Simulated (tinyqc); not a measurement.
Inside a calculation (part 1 of 2). Method: RHF in the sto-3g basis, for H2O, spin multiplicity 1. Computed by tinyqc, a small Python program that keeps every step (integrals from PySCF). Settings: charge = 0, multiplicity = 1, basis = sto-3g, energy threshold = 1e-08, iteration cap = 89, orthogonalisation = symmetric, start = Wolfsberg-Helmholz matrix, DIIS depth = 0, method = RHF. Command: `OMP_NUM_THREADS=1 python tinyqc.py 31942 31943 out.jsonl` (the two numbers bound the seeds that draw the settings). One thread of a shared host (Intel(R) Xeon(R) Processor @ 2.60GHz), about 0.05 s of CPU time with the checks. Later iterations appear only in the table of the cycle.

## One-electron integrals

Geometry (angstrom):
```
atom         x          y         z
O     0.000000   0.000000  0.000000
H     0.000000   0.928000  0.668000
H     0.000000  -0.980000  0.705000
```

Basis sto-3g: exponents (1/bohr^2) and contraction coefficients of normalised primitives:
```
element  l (shell)    exponent  coefficient
O            s (1)  130.709320     0.154329
O            s (1)   23.808861     0.535328
O            s (1)    6.443608     0.444635
O            s (2)    5.033151    -0.099967
O            s (2)    1.169596     0.399513
O            s (2)    0.380389     0.700115
O            p (3)    5.033151     0.155916
O            p (3)    1.169596     0.607684
O            p (3)    0.380389     0.391957
H            s (1)    3.425251     0.154329
H            s (1)    0.623914     0.535328
H            s (1)    0.168855     0.444635
```

Overlap, kinetic and nuclear-attraction integrals over the contracted functions; the nuclear repulsion is the sum of Za Zb / Rab.

nuclear repulsion = 7.48640843 hartree

overlap S, order 1O 1s, 1O 2s, 1O 2px, 1O 2py, 1O 2pz, 2H 1s, 3H 1s:
$$\begin{pmatrix}
1.000000 & 0.236704 & 0.000000 & 0.000000 & 0.000000 & 0.034644 & 0.029811 \\
0.236704 & 1.000000 & 0.000000 & 0.000000 & 0.000000 & 0.361349 & 0.326875 \\
0.000000 & 0.000000 & 1.000000 & 0.000000 & 0.000000 & 0.000000 & 0.000000 \\
0.000000 & 0.000000 & 0.000000 & 1.000000 & 0.000000 & 0.262944 & -0.243168 \\
0.000000 & 0.000000 & 0.000000 & 0.000000 & 1.000000 & 0.189275 & 0.174932 \\
0.034644 & 0.361349 & 0.000000 & 0.262944 & 0.189275 & 1.000000 & 0.138308 \\
0.029811 & 0.326875 & 0.000000 & -0.243168 & 0.174932 & 0.138308 & 1.000000
\end{pmatrix}$$

kinetic energy T (hartree), order 1O 1s, 1O 2s, 1O 2px, 1O 2py, 1O 2pz, 2H 1s, 3H 1s:
$$\begin{pmatrix}
29.003200 & -0.168011 & 0.000000 & 0.000000 & 0.000000 & -0.008866 & -0.008782 \\
-0.168011 & 0.808128 & 0.000000 & 0.000000 & 0.000000 & 0.056698 & 0.039247 \\
0.000000 & 0.000000 & 2.528731 & 0.000000 & 0.000000 & 0.000000 & 0.000000 \\
0.000000 & 0.000000 & 0.000000 & 2.528731 & 0.000000 & 0.131473 & -0.105409 \\
0.000000 & 0.000000 & 0.000000 & 0.000000 & 2.528731 & 0.094638 & 0.075830 \\
-0.008866 & 0.056698 & 0.000000 & 0.131473 & 0.094638 & 0.760032 & -0.008723 \\
-0.008782 & 0.039247 & 0.000000 & -0.105409 & 0.075830 & -0.008723 & 0.760032
\end{pmatrix}$$

nuclear attraction V (hartree), order 1O 1s, 1O 2s, 1O 2px, 1O 2py, 1O 2pz, 2H 1s, 3H 1s:
$$\begin{pmatrix}
-61.519594 & -7.396383 & 0.000000 & -0.000907 & -0.012055 & -1.107812 & -0.952288 \\
-7.396383 & -9.950221 & 0.000000 & -0.010383 & -0.148952 & -2.733697 & -2.428548 \\
0.000000 & 0.000000 & -9.826344 & 0.000000 & 0.000000 & 0.000000 & 0.000000 \\
-0.000907 & -0.010383 & 0.000000 & -9.926697 & -0.005102 & -1.749410 & 1.576812 \\
-0.012055 & -0.148952 & 0.000000 & -0.005102 & -9.878312 & -1.294795 & -1.168529 \\
-1.107812 & -2.733697 & 0.000000 & -1.749410 & -1.294795 & -5.141514 & -0.784904 \\
-0.952288 & -2.428548 & 0.000000 & 1.576812 & -1.168529 & -0.784904 & -4.962931
\end{pmatrix}$$

core Hamiltonian H = T + V (hartree), order 1O 1s, 1O 2s, 1O 2px, 1O 2py, 1O 2pz, 2H 1s, 3H 1s:
$$\begin{pmatrix}
-32.516394 & -7.564394 & 0.000000 & -0.000907 & -0.012055 & -1.116677 & -0.961070 \\
-7.564394 & -9.142093 & 0.000000 & -0.010383 & -0.148952 & -2.676999 & -2.389301 \\
0.000000 & 0.000000 & -7.297612 & 0.000000 & 0.000000 & 0.000000 & 0.000000 \\
-0.000907 & -0.010383 & 0.000000 & -7.397965 & -0.005102 & -1.617937 & 1.471403 \\
-0.012055 & -0.148952 & 0.000000 & -0.005102 & -7.349581 & -1.200158 & -1.092699 \\
-1.116677 & -2.676999 & 0.000000 & -1.617937 & -1.200158 & -4.381482 & -0.793626 \\
-0.961070 & -2.389301 & 0.000000 & 1.471403 & -1.092699 & -0.793626 & -4.202899
\end{pmatrix}$$

## Two-electron integrals

Functions are numbered as in S; the eight-fold symmetry (ij|kl) = (ji|kl) = (kl|ij) leaves the list below.

Two-electron integrals (ij|kl) in chemists' order, unique and non-zero (hartree):
```
(11|11) 4.785065    (21|11) 0.741380    (21|21) 0.136873    (22|11) 1.118947
(22|21) 0.256633    (22|22) 0.817206    (31|31) 0.024477    (32|31) 0.037809
(32|32) 0.180518    (33|11) 1.115814    (33|21) 0.256684    (33|22) 0.817023
(33|33) 0.880159    (41|41) 0.024477    (42|41) 0.037809    (42|42) 0.180518
(43|43) 0.047444    (44|11) 1.115814    (44|21) 0.256684    (44|22) 0.817023
(44|33) 0.785270    (44|44) 0.880159    (51|51) 0.024477    (52|51) 0.037809
(52|52) 0.180518    (53|53) 0.047444    (54|54) 0.047444    (55|11) 1.115814
(55|21) 0.256684    (55|22) 0.817023    (55|33) 0.785270    (55|44) 0.785270
(55|55) 0.880159    (61|11) 0.109771    (61|21) 0.020113    (61|22) 0.037532
(61|33) 0.037458    (61|41) 0.000744    (61|42) 0.001404    (61|44) 0.037607
(61|51) 0.000536    (61|52) 0.001011    (61|54) 0.000107    (61|55) 0.037535
(61|61) 0.002993    (62|11) 0.289383    (62|21) 0.067301    (62|22) 0.240035
(62|33) 0.235793    (62|41) 0.004104    (62|42) 0.032453    (62|44) 0.244018
(62|51) 0.002954    (62|52) 0.023361    (62|54) 0.005921    (62|55) 0.240055
(62|61) 0.010101    (62|62) 0.090154    (63|31) 0.006765    (63|32) 0.040379
(63|43) 0.006594    (63|53) 0.004747    (63|63) 0.012306    (64|11) 0.176863
(64|21) 0.041637    (64|22) 0.158546    (64|33) 0.151496    (64|41) 0.008975
(64|42) 0.060474    (64|44) 0.169810    (64|51) 0.001591    (64|52) 0.014465
(64|54) 0.008436    (64|55) 0.154151    (64|61) 0.006501    (64|62) 0.072391
(64|64) 0.069772    (65|11) 0.127311    (65|21) 0.029971    (65|22) 0.114126
(65|33) 0.109051    (65|41) 0.001591    (65|42) 0.014465    (65|44) 0.112740
(65|51) 0.007910    (65|52) 0.050792    (65|54) 0.009250    (65|55) 0.120456
(65|61) 0.004680    (65|62) 0.052109    (65|64) 0.041365    (65|65) 0.042082
(66|11) 0.454419    (66|21) 0.107376    (66|22) 0.441012    (66|33) 0.423945
(66|41) 0.007876    (66|42) 0.087632    (66|44) 0.457312    (66|51) 0.005669
(66|52) 0.063080    (66|54) 0.024018    (66|55) 0.441234    (66|61) 0.016223
(66|62) 0.216364    (66|64) 0.198279    (66|65) 0.142726    (66|66) 0.774606
(71|11) 0.094385    (71|21) 0.017298    (71|22) 0.032293    (71|33) 0.032230
(71|41) -0.000631   (71|42) -0.001194   (71|44) 0.032357    (71|51) 0.000454
(71|52) 0.000859    (71|54) -0.000091   (71|55) 0.032296    (71|61) 0.002533
(71|62) 0.008403    (71|64) 0.004986    (71|65) 0.003896    (71|66) 0.013385
(71|71) 0.002213    (72|11) 0.257001    (72|21) 0.059804    (72|22) 0.214295
(72|33) 0.210471    (72|41) -0.003634   (72|42) -0.029181   (72|44) 0.217890
(72|51) 0.002615    (72|52) 0.020992    (72|54) -0.005337   (72|55) 0.214310
(72|61) 0.008677    (72|62) 0.063181    (72|64) 0.035406    (72|65) 0.035510
(72|66) 0.121583    (72|71) 0.007721    (72|72) 0.072878    (73|31) 0.005914
(73|32) 0.035660    (73|43) -0.005871   (73|53) 0.004224    (73|63) 0.008194
(73|73) 0.009777    (74|11) -0.159780   (74|21) -0.037628   (74|22) -0.143982
(74|33) -0.137644   (74|41) 0.007897    (74|42) 0.053953    (74|44) -0.154069
(74|51) -0.001427   (74|52) -0.013160   (74|54) 0.007592    (74|55) -0.140067
(74|61) -0.005241   (74|62) -0.036270   (74|64) -0.012639   (74|65) -0.019997
(74|66) -0.064545   (74|71) -0.005045   (74|72) -0.059568   (74|74) 0.057931
(75|11) 0.114944    (75|21) 0.027069    (75|22) 0.103579    (75|33) 0.099020
(75|41) -0.001427   (75|42) -0.013160   (75|44) 0.102388    (75|51) 0.006940
(75|52) 0.045127    (75|54) -0.008294   (75|55) 0.109210    (75|61) 0.004086
(75|62) 0.035934    (75|64) 0.019794    (75|65) 0.028093    (75|66) 0.075185
(75|71) 0.003629    (75|72) 0.042853    (75|74) -0.034641   (75|75) 0.034698
(76|11) 0.078345    (76|21) 0.018398    (76|22) 0.071577    (76|33) 0.069938
(76|41) -0.000016   (76|42) -0.000220   (76|44) 0.071440    (76|51) 0.001254
(76|52) 0.012003    (76|54) -0.000051   (76|55) 0.073274    (76|61) 0.002728
(76|62) 0.026487    (76|64) 0.018489    (76|65) 0.017269    (76|66) 0.066363
(76|71) 0.002348    (76|72) 0.024086    (76|74) -0.017316   (76|75) 0.015939
(76|76) 0.010016    (77|11) 0.432175    (77|21) 0.102160    (77|22) 0.421923
(77|33) 0.406101    (77|41) -0.007224   (77|42) -0.082085   (77|44) 0.437052
(77|51) 0.005197    (77|52) 0.059051    (77|54) -0.022266   (77|55) 0.422119
(77|61) 0.014803    (77|62) 0.130487    (77|64) 0.067915    (77|65) 0.079501
(77|66) 0.275981    (77|71) 0.013263    (77|72) 0.190468    (77|74) -0.177804
(77|75) 0.127910    (77|76) 0.066363    (77|77) 0.774606
```

## Orthogonalisation

S = U s U^T; symmetric (Loewdin) form X = U s^(-1/2) U^T, so that X^T S X = 1.

eigenvalues of S: [0.475633, 0.570617, 0.890384, 1.000000, 1.097207, 1.294401, 1.671759]

X, order 1O 1s, 1O 2s, 1O 2px, 1O 2py, 1O 2pz, 2H 1s, 3H 1s:
$$\begin{pmatrix}
1.023364 & -0.134203 & 0.000000 & -0.000765 & -0.005921 & 0.018361 & 0.016632 \\
-0.134203 & 1.127382 & 0.000000 & 0.008613 & 0.054447 & -0.207646 & -0.179694 \\
0.000000 & 0.000000 & 1.000000 & 0.000000 & 0.000000 & 0.000000 & 0.000000 \\
-0.000765 & 0.008613 & 0.000000 & 1.061238 & 0.003997 & -0.164236 & 0.148754 \\
-0.005921 & 0.054447 & 0.000000 & 0.003997 & 1.028114 & -0.106521 & -0.094360 \\
0.018361 & -0.207646 & 0.000000 & -0.164236 & -0.106521 & 1.110824 & -0.046791 \\
0.016632 & -0.179694 & 0.000000 & 0.148754 & -0.094360 & -0.046791 & 1.089696
\end{pmatrix}$$

## Starting guess

The start is the generalised Wolfsberg-Helmholz matrix (K = 1.75) built on H; D = 2 C_occ C_occ^T.

D at the start, order 1O 1s, 1O 2s, 1O 2px, 1O 2py, 1O 2pz, 2H 1s, 3H 1s:
$$\begin{pmatrix}
2.073440 & -0.310434 & 0.000000 & 0.010657 & 0.082716 & -0.134407 & -0.118914 \\
-0.310434 & 1.382286 & 0.000000 & -0.041062 & -0.304609 & 0.373456 & 0.333998 \\
0.000000 & 0.000000 & 2.000000 & 0.000000 & 0.000000 & 0.000000 & 0.000000 \\
0.010657 & -0.041062 & 0.000000 & 1.584513 & -0.015661 & 0.307809 & -0.308192 \\
0.082716 & -0.304609 & 0.000000 & -0.015661 & 1.877155 & 0.123000 & 0.109925 \\
-0.134407 & 0.373456 & 0.000000 & 0.307809 & 0.123000 & 0.190938 & 0.052125 \\
-0.118914 & 0.333998 & 0.000000 & -0.308192 & 0.109925 & 0.052125 & 0.155586
\end{pmatrix}$$

## Iteration 1: building the Fock matrix

J_ij = sum D_kl (ij|kl), K_ij = sum D_kl (ik|jl); F = H + J - 0.5 K; E = tr D H + tr D J / 2 - 0.25 tr D K + E_nn.

Coulomb J (hartree), order 1O 1s, 1O 2s, 1O 2px, 1O 2py, 1O 2pz, 2H 1s, 3H 1s:
$$\begin{pmatrix}
17.864150 & 3.390052 & 0.000000 & -0.000883 & -0.007931 & 0.498233 & 0.428620 \\
3.390052 & 8.451830 & 0.000000 & -0.000789 & -0.010810 & 2.439224 & 2.174310 \\
0.000000 & 0.000000 & 8.439328 & 0.000000 & 0.000000 & 0.000000 & 0.000000 \\
-0.000883 & -0.000789 & 0.000000 & 8.445322 & 0.001446 & 1.598266 & -1.448107 \\
-0.007931 & -0.010810 & 0.000000 & 0.001446 & 8.447699 & 1.151093 & 1.042442 \\
0.498233 & 2.439224 & 0.000000 & 1.598266 & 1.151093 & 4.487174 & 0.721925 \\
0.428620 & 2.174310 & 0.000000 & -1.448107 & 1.042442 & 0.721925 & 4.281924
\end{pmatrix}$$

exchange K (hartree), order 1O 1s, 1O 2s, 1O 2px, 1O 2py, 1O 2pz, 2H 1s, 3H 1s:
$$\begin{pmatrix}
9.761015 & 1.712365 & 0.000000 & 0.000788 & 0.007375 & 0.258428 & 0.222671 \\
1.712365 & 2.613593 & 0.000000 & -0.010641 & -0.097895 & 0.900674 & 0.807676 \\
0.000000 & 0.000000 & 2.266617 & 0.000000 & 0.000000 & 0.000000 & 0.000000 \\
0.000788 & -0.010641 & 0.000000 & 2.156564 & -0.001424 & 0.553327 & -0.511684 \\
0.007375 & -0.097895 & 0.000000 & -0.001424 & 2.244183 & 0.369120 & 0.333910 \\
0.258428 & 0.900674 & 0.000000 & 0.553327 & 0.369120 & 0.780882 & 0.248029 \\
0.222671 & 0.807676 & 0.000000 & -0.511684 & 0.333910 & 0.248029 & 0.659139
\end{pmatrix}$$

Fock matrix F (hartree), order 1O 1s, 1O 2s, 1O 2px, 1O 2py, 1O 2pz, 2H 1s, 3H 1s:
$$\begin{pmatrix}
-19.532751 & -5.030524 & 0.000000 & -0.002184 & -0.023674 & -0.747658 & -0.643786 \\
-5.030524 & -1.997059 & 0.000000 & -0.005851 & -0.110814 & -0.688112 & -0.618829 \\
0.000000 & 0.000000 & 0.008407 & 0.000000 & 0.000000 & 0.000000 & 0.000000 \\
-0.002184 & -0.005851 & 0.000000 & -0.030926 & -0.002944 & -0.296334 & 0.279138 \\
-0.023674 & -0.110814 & 0.000000 & -0.002944 & -0.023974 & -0.233625 & -0.217212 \\
-0.747658 & -0.688112 & 0.000000 & -0.296334 & -0.233625 & -0.284750 & -0.195716 \\
-0.643786 & -0.618829 & 0.000000 & 0.279138 & -0.217212 & -0.195716 & -0.250544
\end{pmatrix}$$

total energy of this density = -74.39395504 hartree

## Iteration 1: diagonalisation and new density

Diagonalise F' = X^T F X, C = X C', fill 5 alpha and 5 beta electrons from the bottom; D = 2 C_occ C_occ^T. Each column has its largest component positive (the first on a tie).

F' = X^T F X (hartree):
$$\begin{pmatrix}
-19.154256 & -2.686678 & 0.000000 & -0.004859 & -0.042670 & -0.062654 & -0.042337 \\
-2.686678 & -0.906328 & 0.000000 & 0.013837 & 0.021630 & -0.409667 & -0.358607 \\
0.000000 & 0.000000 & 0.008407 & 0.000000 & 0.000000 & 0.000000 & 0.000000 \\
-0.004859 & 0.013837 & 0.000000 & 0.153078 & 0.007617 & -0.359947 & 0.333294 \\
-0.042670 & 0.021630 & 0.000000 & 0.007617 & 0.055792 & -0.230842 & -0.206498 \\
-0.062654 & -0.409667 & 0.000000 & -0.359947 & -0.230842 & 0.049256 & -0.075584 \\
-0.042337 & -0.358607 & 0.000000 & 0.333294 & -0.206498 & -0.075584 & 0.023644
\end{pmatrix}$$

orbital energies (hartree): MO1 -19.542876, MO2 -0.882170, MO3 -0.357697, MO4 -0.103484, MO5 0.008407, MO6 0.473483, MO7 0.633930

coefficients C, order 1O 1s, 1O 2s, 1O 2px, 1O 2py, 1O 2pz, 2H 1s, 3H 1s:
$$\begin{pmatrix}
0.993829 & -0.217432 & 0.005109 & 0.120346 & 0.000000 & 0.122696 & -0.037362 \\
0.026252 & 0.771717 & -0.026757 & -0.550049 & 0.000000 & -0.651471 & 0.208633 \\
0.000000 & 0.000000 & 0.000000 & 0.000000 & 1.000000 & 0.000000 & 0.000000 \\
0.000364 & 0.007131 & 0.574806 & 0.004377 & 0.000000 & 0.225772 & 0.891052 \\
0.002988 & 0.131035 & 0.001704 & 0.761450 & 0.000000 & -0.671979 & 0.178158 \\
-0.005094 & 0.260351 & 0.465430 & 0.281025 & 0.000000 & 0.497972 & -0.840540 \\
-0.004448 & 0.233899 & -0.488264 & 0.293728 & 0.000000 & 0.806350 & 0.472882
\end{pmatrix}$$

D after iteration 1, order 1O 1s, 1O 2s, 1O 2px, 1O 2py, 1O 2pz, 2H 1s, 3H 1s:
$$\begin{pmatrix}
2.098965 & -0.416078 & 0.000000 & 0.004549 & 0.132249 & -0.050947 & -0.044846 \\
-0.416078 & 1.799011 & 0.000000 & -0.024550 & -0.635359 & 0.067505 & 0.063774 \\
0.000000 & 0.000000 & 2.000000 & 0.000000 & 0.000000 & 0.000000 & 0.000000 \\
0.004549 & -0.024550 & 0.000000 & 0.660945 & 0.010496 & 0.541234 & -0.555410 \\
0.132249 & -0.635359 & 0.000000 & 0.010496 & 1.193976 & 0.497758 & 0.506926 \\
-0.050947 & 0.067505 & 0.000000 & 0.541234 & 0.497758 & 0.726817 & -0.167579 \\
-0.044846 & 0.063774 & 0.000000 & -0.555410 & 0.506926 & -0.167579 & 0.758814
\end{pmatrix}$$

## Iteration 2: building the Fock matrix

As before.

Coulomb J (hartree), order 1O 1s, 1O 2s, 1O 2px, 1O 2py, 1O 2pz, 2H 1s, 3H 1s:
$$\begin{pmatrix}
17.037485 & 3.200073 & 0.000000 & -0.000234 & -0.015072 & 0.470285 & 0.404525 \\
3.200073 & 7.974706 & 0.000000 & 0.000171 & -0.000511 & 2.345178 & 2.095696 \\
0.000000 & 0.000000 & 7.985876 & 0.000000 & 0.000000 & 0.000000 & 0.000000 \\
-0.000234 & 0.000171 & 0.000000 & 7.953237 & 0.003188 & 1.553860 & -1.414114 \\
-0.015072 & -0.000511 & 0.000000 & 0.003188 & 7.961300 & 1.127460 & 1.025125 \\
0.470285 & 2.345178 & 0.000000 & 1.553860 & 1.127460 & 4.549108 & 0.711565 \\
0.404525 & 2.095696 & 0.000000 & -1.414114 & 1.025125 & 0.711565 & 4.401247
\end{pmatrix}$$

exchange K (hartree), order 1O 1s, 1O 2s, 1O 2px, 1O 2py, 1O 2pz, 2H 1s, 3H 1s:
$$\begin{pmatrix}
9.758114 & 1.645665 & 0.000000 & 0.000402 & 0.004968 & 0.253685 & 0.219064 \\
1.645665 & 2.499034 & 0.000000 & 0.000367 & -0.224622 & 0.860811 & 0.779393 \\
0.000000 & 0.000000 & 2.238058 & 0.000000 & 0.000000 & 0.000000 & 0.000000 \\
0.000402 & 0.000367 & 0.000000 & 1.561324 & 0.023420 & 0.597073 & -0.567511 \\
0.004968 & -0.224622 & 0.000000 & 0.023420 & 1.830355 & 0.449620 & 0.425827 \\
0.253685 & 0.860811 & 0.000000 & 0.597073 & 0.449620 & 1.146167 & 0.219427 \\
0.219064 & 0.779393 & 0.000000 & -0.567511 & 0.425827 & 0.219427 & 1.100508
\end{pmatrix}$$

Fock matrix F (hartree), order 1O 1s, 1O 2s, 1O 2px, 1O 2py, 1O 2pz, 2H 1s, 3H 1s:
$$\begin{pmatrix}
-20.357966 & -5.187153 & 0.000000 & -0.001343 & -0.029610 & -0.773235 & -0.666078 \\
-5.187153 & -2.416903 & 0.000000 & -0.010396 & -0.037152 & -0.762226 & -0.683302 \\
0.000000 & 0.000000 & -0.430765 & 0.000000 & 0.000000 & 0.000000 & 0.000000 \\
-0.001343 & -0.010396 & 0.000000 & -0.225391 & -0.013624 & -0.362614 & 0.341045 \\
-0.029610 & -0.037152 & 0.000000 & -0.013624 & -0.303459 & -0.297508 & -0.280487 \\
-0.773235 & -0.762226 & 0.000000 & -0.362614 & -0.297508 & -0.405458 & -0.191775 \\
-0.666078 & -0.683302 & 0.000000 & 0.341045 & -0.280487 & -0.191775 & -0.351907
\end{pmatrix}$$

total energy of this density = -74.88112055 hartree

## Iteration 2: diagonalisation and new density

As before.

F' = X^T F X (hartree):
$$\begin{pmatrix}
-19.983951 & -2.690856 & 0.000000 & -0.002977 & -0.057218 & -0.073312 & -0.051063 \\
-2.690856 & -1.346361 & 0.000000 & 0.007083 & 0.106373 & -0.396205 & -0.350713 \\
0.000000 & 0.000000 & -0.430765 & 0.000000 & 0.000000 & 0.000000 & 0.000000 \\
-0.002977 & 0.007083 & 0.000000 & -0.029128 & -0.003694 & -0.385780 & 0.363550 \\
-0.057218 & 0.106373 & 0.000000 & -0.003694 & -0.207024 & -0.275344 & -0.256484 \\
-0.073312 & -0.396205 & 0.000000 & -0.385780 & -0.275344 & -0.051777 & -0.051685 \\
-0.051063 & -0.350713 & 0.000000 & 0.363550 & -0.256484 & -0.051685 & -0.057285
\end{pmatrix}$$

orbital energies (hartree): MO1 -20.366074, MO2 -1.207267, MO3 -0.546595, MO4 -0.457207, MO5 -0.430765, MO6 0.383396, MO7 0.518222

coefficients C, order 1O 1s, 1O 2s, 1O 2px, 1O 2py, 1O 2pz, 2H 1s, 3H 1s:
$$\begin{pmatrix}
0.994567 & -0.241089 & 0.014668 & 0.079588 & 0.000000 & 0.107611 & -0.022717 \\
0.023195 & 0.901137 & -0.075216 & -0.404583 & 0.000000 & -0.605273 & 0.138418 \\
0.000000 & 0.000000 & 0.000000 & 0.000000 & 1.000000 & 0.000000 & 0.000000 \\
0.000289 & 0.010576 & 0.601731 & -0.064074 & 0.000000 & 0.143044 & 0.888065 \\
0.002915 & 0.051508 & 0.084748 & 0.769881 & 0.000000 & -0.680510 & 0.120953 \\
-0.004382 & 0.155635 & 0.479040 & 0.268428 & 0.000000 & 0.576831 & -0.812025 \\
-0.003831 & 0.134630 & -0.422951 & 0.375474 & 0.000000 & 0.780573 & 0.553101
\end{pmatrix}$$

D after iteration 2, order 1O 1s, 1O 2s, 1O 2px, 1O 2py, 1O 2pz, 2H 1s, 3H 1s:
$$\begin{pmatrix}
2.107673 & -0.454976 & 0.000000 & 0.002929 & 0.105994 & -0.026979 & -0.025178 \\
-0.454976 & 1.963863 & 0.000000 & -0.019599 & -0.542745 & -0.008973 & 0.002267 \\
0.000000 & 0.000000 & 2.000000 & 0.000000 & 0.000000 & 0.000000 & 0.000000 \\
0.002929 & -0.019599 & 0.000000 & 0.732596 & 0.004423 & 0.545397 & -0.554277 \\
0.105994 & -0.542745 & 0.000000 & 0.004423 & 1.205121 & 0.510518 & 0.520299 \\
-0.026979 & -0.008973 & 0.000000 & 0.545397 & 0.510518 & 0.651549 & -0.161705 \\
-0.025178 & 0.002267 & 0.000000 & -0.554277 & 0.520299 & -0.161705 & 0.676017
\end{pmatrix}$$
